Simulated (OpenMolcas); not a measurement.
# CH3O (hydroxymethyl radical) at ROMP2/cc-pVTZ

We compute a single-point energy of CH3O (hydroxymethyl radical). 

The calculation is run with OpenMolcas 26.06.

2 further runs of the same task are left out: 2 set aside as unsound or not needed.

## Step 1: The molecule

CH3O: 5 atoms, total charge 0, spin state doublet. SMILES: `[CH2]O`. The shape is that of a PBE0-D4/def2-TZVP optimisation. This is one conformer, not always the lowest.

Bond lengths: C1–O2 1.357 Å, C1–H3 1.080 Å, C1–H4 1.084 Å, O2–H5 0.960 Å. Angles: C1–O2–H5 109.6°, O2–C1–H3 113.9°, O2–C1–H4 119.2°, H3–C1–H4 121.2°.

## Step 2: A single-point energy at ROMP2/cc-pVTZ

job.input reads:

```
&GATEWAY
  BasLib=$CurrDir
  Coord
  5
  angstrom
  C       -0.327200      -0.313600       0.020200
  O        0.269400       0.900700       0.120200
  H       -1.375200      -0.266500      -0.236200
  H        0.274300      -1.179600      -0.230000
  H        1.208500       0.785300       0.284400
  Basis=cc-pVTZ
  Group=NoSym

&SEWARD

&SCF
  UHF
  Spin=2
  PrOrbitals=1 1

&RASSCF
  FileOrb=$Project.UnaOrb
  Spin=2
  Nactel=1 0 0
  Inactive=8
  Ras2=1
  OutOrbitals=Canonical
  OrbListing=Nothing

&CASPT2
  IPEA=0.0
  Frozen=1
```

The basis set cc-pVTZ is read from a file made from the Basis Set Exchange's data (not shown).

On the command line:

```
$ export MOLCAS_MEM=1860
$ pymolcas job.input > job.log
```

**Question.** What will come out? Wanted: total energy.

**Answer.** As computed:

At ROMP2/cc-pVTZ, 1 core orbital frozen:

```
    quantity          value
total energy  -114.87693 Eh
```
